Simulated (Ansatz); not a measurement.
**CHAlO (singlet): wave-function methods side by side, cc-pVDZ**

The task here is to estimate one member of a computed series from the others.

Computed with Ansatz 0.2.0, Gaussian basis. Level: cc-pVDZ, core rule «outside noble gas», up to 7 orbitals frozen.

Plan: UHF; CCSD(T) on RHF; CCSD(T) on UHF; BCCD(T) on RHF; CISD; CCSDT(Q) on RHF; CCSDT(Q) on UHF; CASSCF and MRCISD+Q, 8 electrons in 8 orbitals; CASSCF and NEVPT4(SD), 8 electrons in 8 orbitals; CASSCF and NEVPT2, 8 electrons in 8 orbitals.

31 further runs of the same task are left out: 15 that didn't finish, 16 set aside as unsound or not needed.

### The geometry

The geometry is a PBE0/def2-TZVP stationary point (not a proven minimum) of the parent state, kept for this charge and spin.

4 atoms, charge 0, spin multiplicity 1.

Atoms are counted from 1 here; the program's logs count them from 0.

Bond lengths: C1–Al2 1.857 Å, C1–H4 1.080 Å, Al2–O3 1.597 Å. Angles: Al2–C1–H4 180.0°, C1–Al2–O3 180.0°.

Set-up of the first run:

in.yaml

```yaml
crystal:
  periodic: [false, false, false]
  atoms:
    - {symbol: C, position_ang: [0.000000, 0.000000, 1.057693]}
    - {symbol: Al, position_ang: [0.000000, 0.000000, -0.799174]}
    - {symbol: O, position_ang: [0.000000, 0.000000, -2.396024]}
    - {symbol: H, position_ang: [0.000000, 0.000000, 2.137505]}
basis:
  gaussian: {orbitals: cc-pVDZ}
magnetization: {spin_polarized: true, initial_magnetization: 0}
hamiltonian: {xc: hf}
output: {orbitals: {seedname: orbitals}}
```

Run with:

```
> ansatz run in.yaml --threads 1 --pin off --events-out ev --progress --plain --max-ram 2393MiB
```

Among the steps run: UHF; CCSD(T) on RHF; CCSD(T) on UHF; BCCD(T) on RHF; CISD; CCSDT(Q) on RHF; CCSDT(Q) on UHF; CASSCF and MRCISD+Q, 8 electrons in 8 orbitals; CASSCF and NEVPT4(SD), 8 electrons in 8 orbitals; CASSCF and NEVPT2, 8 electrons in 8 orbitals.

One of the session's tables, all rows but one given; the rest of the session is left out.

```
   method  from RCCSDT(Q) (meV)
      RHF              +11071.3
      UHF               +9616.8
     RMP2               +1393.5
     UMP2                +322.1
     CISD               +1996.4
    RCCSD                +851.7
    UCCSD                -249.5
 RCCSD(T)                +372.8
 UCCSD(T)                -747.2
  BCCD(T)                +373.0
   RCCSDT                     ?
   UCCSDT               -1057.9
RCCSDT(Q)                     0
UCCSDT(Q)               -1199.0
```

Q: Estimate the row for RCCSDT from the others.

**Answer.** from RCCSDT(Q) (meV): +174.7. In the column «from RCCSDT(Q) (meV)» it lies between RCCSDT(Q) (0) and UMP2 (+322.1).

Left out of the table: CASSCF frontier, NEVPT2 frontier, NEVPT4(SD) frontier, MRCISD frontier, MRCISD+Q frontier (the active space lost an orbital or holds another state than full CI finds).

To keep in mind: The determinant is far from a pure spin state, so its energy mixes those of several spin states (harmless only where they are near-degenerate, as at dissociation). The report flags that the cluster equations may have other roots. The program flags UCCSD(T), RCCSDT(Q), UCCSDT(Q) as in doubt, so the zero of the table is itself unsure. Warnings: restricted reference is unstable; spin contamination; large T1 diagnostic. Restricted and unrestricted rows rest on different reference determinants; where their highest levels disagree by more than a few hundredths of an eV, they describe different states and don't form one ladder. Warnings in the runs' records: passed over end.
